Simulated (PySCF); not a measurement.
An unknown is described by computed data only.

Formula: CF2; singlet state.

- Polarisability: 16.1 au [CAM-B3LYP/def2-SVPD]
- NMR, other nuclei: isotropic shieldings of nuclei other than C and H, by class: -73 (2 F) ppm [GIAO PBE0/pcSseg-1]
- Couplings: largest of the computed one-bond spin–spin couplings (means over like bonds): 19F–13C -779.7 (×2) Hz [B3LYP/pcJ-1]
- Dipole: 0.65 D [CAM-B3LYP/def2-SVPD]
- Valence photoelectron: vertical ionisation energy: 12.20 eV [ΔSCF CAM-B3LYP/def2-SVPD]
- Triplet: lowest triplet excitation (Tamm–Dancoff): 2.36 eV [TDA CAM-B3LYP/def2-SVPD]
- UV, strongest line: among the 10 lowest singlet transitions: S7 at 10.63 eV (117 nm, f = 0.253) [TDDFT CAM-B3LYP/def2-SVPD]
- Rotational structure: rotational constants A, B, C: 89.167, 12.690, 11.109 GHz [PBE0-D3(BJ)/def2-SVP]
- 13C NMR: chemical shifts (computed TMS as zero) by class: 321.3 (1 C) ppm [GIAO PBE0/pcSseg-1]
- XPS: C1s 298.2, F1s 695.5 (×2) eV [ΔSCF SCAN, pcX-2 on the ionised atom, pcseg-1 elsewhere, spin-free X2C]

Gas-phase values; electronic properties from PySCF, density fitting. Levels stand in brackets. Isolated species at its PBE0-D3(BJ)/def2-SVP geometry, gas phase. NMR classes are plain means over equivalent atoms (diastereotopic ones count apart unless rotation or inversion swaps them), as if these changed places fast.

Question: Give a SMILES that accounts for the data.

Answer: Numbering: `[F:1][C:2][F:3]`. The one carbon: carbon bonded to 2 F [C2] (321.3 ppm). The other shieldings belong to: -73 ppm, fluorine bonded to C [F1/F3]. The couplings run between: -779.7 Hz, fluorine bonded to C [F1] and carbon bonded to 2 F [C2] (with 1 like pair). The core levels belong to: C1s 298.2 eV, carbon bonded to 2 F [C2]; F1s 695.5 eV, fluorine bonded to C [F1/F3]. The first electron is taken from the HOMO, whose largest Löwdin shares are 0.63 on the carbon bonded to 2 F and 0.19 on each of 2 atoms of one kind (fluorine bonded to C). The optimised geometry has point group C2v and is an asymmetric top. Structure: difluoromethylene, `F[C]F` [singlet]. The assignments are read from this structure; whether some other isomer fits the data as well wasn't checked.
